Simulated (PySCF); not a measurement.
Consider `CCN1CCC1` (C5H11N). Optimised structure (Å), atoms numbered from 1:
```
C     2.2888    0.2894   -0.1838
C     1.1367   -0.3246    0.5883
N    -0.0608   -0.3961   -0.2015
C    -0.7737    0.8298   -0.5528
C    -2.0966    0.0608   -0.4114
C    -1.2708   -0.9648    0.3811
H     2.0573    1.3225   -0.4880
H     3.2030    0.3206    0.4273
H     2.4937   -0.2913   -1.0956
H     1.3987   -1.3510    0.8979
H     0.9666    0.2515    1.5305
H    -0.5246    1.2675   -1.5342
H    -0.6744    1.6235    0.2202
H    -2.4552   -0.3382   -1.3701
H    -2.9225    0.5620    0.1104
H    -1.4351   -2.0384    0.1856
H    -1.3460   -0.7930    1.4770
```

Level of theory: ωB97X-D3(BJ)/ma-def2-SVP single points in PySCF, grid level 2; every species was optimised with PBE0-D3(BJ)/def2-SVP. The prefix ma- adds one diffuse s and one diffuse p function on all atoms but H. ωB97X-D3(BJ) is ωB97X-V with D3(BJ) in place of VV10. Thermal corrections: GFN2-xTB frequencies, unscaled, ideal gas at 298.15 K and 1 bar, quasi-RRHO entropy. These were taken at the GFN2-xTB minima.

Question: What are the vertical and the adiabatic ionisation energy for forming the radical cation?

Answer: 8.37 eV vertical and 7.58 eV adiabatic, the latter with zero-point energy.

Question: Where does the unpaired spin of the relaxed radical cation sit?

Answer: N3 (amine nitrogen) 0.81 (intrinsic atomic orbital populations).

Question: What oxidation potential follows in acetonitrile (IEF-PCM), on the absolute scale?

Answer: In the gas phase ΔG of oxidation is 7.554 eV, and solvation is -9.8 kJ/mol for the parent and -228.7 kJ/mol for the product, so the absolute potential is 5.29 V. The solvent is electrostatics only, on gas-phase structures; the absolute scale refers to an electron at rest in vacuum.

Question: How far is −ε(HOMO) from the vertical value by ΔSCF?

Answer: −ε(HOMO) = 8.62 eV, which is 0.25 eV above the ΔSCF value.

Known limits: ma-def2-SVP is a small basis, whose errors can reach tens of kJ/mol.
